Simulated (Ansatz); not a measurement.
# SiH4O (triplet): from Hartree-Fock to the top rungs at distance Si1–H5 along a hydrogen transfer = 1.674 Å, cc-pVDZ

One table from this session's results is given with a row withheld; the runs are named, their logs left out.

Computed with Ansatz 0.2.0, Gaussian basis. Level: cc-pVDZ, core rule «outside noble gas», up to 6 orbitals frozen.

To be run: UHF; CCSD(T) on ROHF; CCSD(T) on UHF; BCCD(T) on ROHF; CISD; CCSDT(Q) on ROHF; CCSDT(Q) on UHF; CASSCF and MRCISD+Q, 4 electrons in 4 orbitals; CASSCF and NEVPT2, 4 electrons in 4 orbitals.

10 further runs of the same task are left out: 10 that didn't finish.

### The system

The geometry derives from fragments relaxed apart (PBE0/def2-TZVP) and kept rigid, so it is no stationary point. A hydrogen atom is moved between rigid fragments.

6 atoms, charge 0, spin multiplicity 3.

Atoms are counted from 1 here; the program's logs count them from 0.

Bond lengths: Si1–H2 1.485 Å, Si1–H3 1.485 Å, Si1–H4 1.485 Å, Si1–H5 1.674 Å. Angles: H2–Si1–H3 109.5°, H2–Si1–H4 109.5°, H2–Si1–H5 109.5°, H3–Si1–H4 109.5°, H3–Si1–H5 109.5°, H4–Si1–H5 109.5°.

The first run:

Input file in.yaml:

```yaml
crystal:
  periodic: [false, false, false]
  atoms:
    - {symbol: Si, position_ang: [-1.047725, 0.000000, 0.000000]}
    - {symbol: H, position_ang: [-1.542596, 1.399708, 0.000000]}
    - {symbol: H, position_ang: [-1.542596, -0.699854, 1.212183]}
    - {symbol: H, position_ang: [-1.542596, -0.699854, -1.212183]}
    - {symbol: H, position_ang: [0.626275, 0.000000, 0.000000]}
    - {symbol: O, position_ang: [2.091275, 0.000000, 0.000000]}
basis:
  gaussian: {orbitals: cc-pVDZ}
magnetization: {spin_polarized: true, initial_magnetization: 2}
hamiltonian: {xc: hf}
output: {orbitals: {seedname: orbitals}}
```

Launch:

```sh
> ansatz run in.yaml --threads 1 --pin off --events-out ev --progress --plain --max-ram 2393MiB
```

Steps of the session up to this table: UHF; CCSD(T) on ROHF; CCSD(T) on UHF; BCCD(T) on ROHF; CISD; CCSDT(Q) on ROHF; CCSDT(Q) on UHF; CASSCF and MRCISD+Q, 4 electrons in 4 orbitals; CASSCF and NEVPT2, 4 electrons in 4 orbitals.

One table of the session follows, with a row left open; its other results are not shown here.

It belongs to the step «Misses and costs». 

```
     method  from UCCSDT(Q) (kJ/mol)
       ROHF                   +774.6
        UHF                   +749.9
       RMP2                   +145.4
       UMP2                   +141.8
       CISD                        ?
      RCCSD                    +16.2
      UCCSD                    +15.7
   RCCSD(T)                     +3.5
   UCCSD(T)                     +3.4
    BCCD(T)                     +3.5
     RCCSDT                     +0.9
     UCCSDT                     +0.7
  RCCSDT(Q)                     +0.1
  UCCSDT(Q)                        0
CASSCF pair                   +718.9
NEVPT2 pair                   +131.3
```

Estimate the missing values for CISD.

As computed: from UCCSDT(Q) (kJ/mol): +81.8. In the column «from UCCSDT(Q) (kJ/mol)» it lies between RCCSD (+16.2) and NEVPT2 pair (+131.3).

Not comparable, so not listed: CASSCF and MRCISD+Q, 4 electrons in 4 orbitals (they don't share determinant, frozen orbitals or solution with the rows shown, or repeat one).

To keep in mind: Restricted and unrestricted rows rest on different reference determinants; where their highest levels disagree by more than a few hundredths of an eV, they describe different states and don't form one ladder. Warnings in the runs' records: passed over end.
